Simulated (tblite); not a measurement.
Species: hydrogen fluoride, HF.
SMILES: `F`

Computed values, GFN2-xTB/tblite, gas phase, harmonic and unscaled. This tight-binding method is rough: wavenumbers can miss measured ones by several per cent, in bad cases by 10 to 20.

Harmonic wavenumbers (cm⁻¹): 3763.3.

B = 607355 MHz (linear); mass 20.006 u (most abundant isotopes); point group C∞v, symmetry number 1.

**Question.** Zero-point energy?

**Answer.** Half the sum of the wavenumbers: 1882 cm⁻¹ = 5.38 kcal/mol.

**Question.** Entropy at 273.15 K, 1 bar (ideal gas, RRHO, classical rotation)?

**Answer.** Translation 34.51, rotation 6.43, vibration 0.00: S = 40.9 cal/(mol K).

**Question.** And Cp and H(273.15 K) − H(0)?

**Answer.** Cp = 6.96 cal/(mol K), of which vibrations give 0.00 (their classical limit is 1 R = 2.0); H(273.15 K) − H(0) = 1.90 kcal/mol without the zero-point energy, 0.00 from vibrations.

**Question.** How do the functions run with temperature in this model?

**Answer.** 
```csv
T (K),S (cal/(mol K)),Cp (cal/(mol K)),H − H(0) (kcal/mol),G − H(0) (kcal/mol),ln q(vib)
298.15,41.6,7.0,2.07,-10.32,0.00
373.15,43.1,7.0,2.60,-13.49,0.00
500,45.2,7.0,3.48,-19.10,0.00
750,48.0,7.0,5.22,-30.76,0.00
1000,50.0,7.2,7.00,-43.03,0.00
```

q(vib) and H(0) count from the zero-point level.

**Question.** What must be added to the electronic energy to get the Gibbs energy at 273.15 K and 1 bar?

**Answer.** ZPE + [H(273.15 K) − H(0)] − T·S = 5.38 + 1.90 − 11.18 = -3.90 kcal/mol.
